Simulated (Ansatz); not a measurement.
Rhombohedral A7 Bi, treated with r²SCAN-D4 in Ansatz (plane waves, PAW).

Settings: plane-wave cutoff 560 eV, 16×16×16 k mesh, Fermi–Dirac smearing 0.05 eV, scalar-relativistic PAW data made under PBE.

Shape and atoms are relaxed at each volume.

Pressure at four volumes; x = ln(V/35.933 Å³). One pressure is withheld.

| V (Å³/atom) | x | P (GPa) |
|---|---|---|
| 34.495 | -0.0408 | 1.350 |
| 35.933 | 0.0000 | 0.009 |
| 36.651 | 0.0198 | -0.515 |
| 37.370 | 0.0392 | ? |

Q: Pass a parabola P(x) through the three rows shown, estimate the bulk modulus and its pressure derivative near zero pressure, and predict the withheld pressure.

A: Slopes between the rows: (0.009 − (1.350))/(0.0000 − (-0.0408)) = -32.87 and (-0.515 − (0.009))/(0.0198 − (0.0000)) = -26.46 GPa. Their difference over the span 0.0606 is c = 6.41/0.0606 = 105.8 GPa, so P(x) = 1.350 + (-32.87)(x − (-0.0408)) + 105.8 (x − (-0.0408))(x − (0.0000)). At the middle row B = −dP/dx = −[-32.87 + 105.8 × 0.0408] = 28.6 GPa, and B′ = dB/dP = 2c/B = 7.4. At x = 0.0392 the parabola gives -0.948 GPa; the run gives -0.921 GPa. The Birch–Murnaghan fit to the energies at all volumes has B0 = 27.9 GPa and B′ = 8.2.

Measured, for comparison: bulk modulus 32.1 GPa (copied from a table, unchecked, extrapolated to 0 K and zero-point effects removed; as tabulated in Lejaeghere et al. (2013), arXiv:1204.2733). Computed (rounded) less measured: bulk modulus not scored (unchecked).

Note: the bulk modulus comes from volumes at which shape and atoms were relaxed.

Spin–orbit coupling is not included; it can shift volumes and moduli of such heavy elements.

Ansatz is an electronic-structure program.
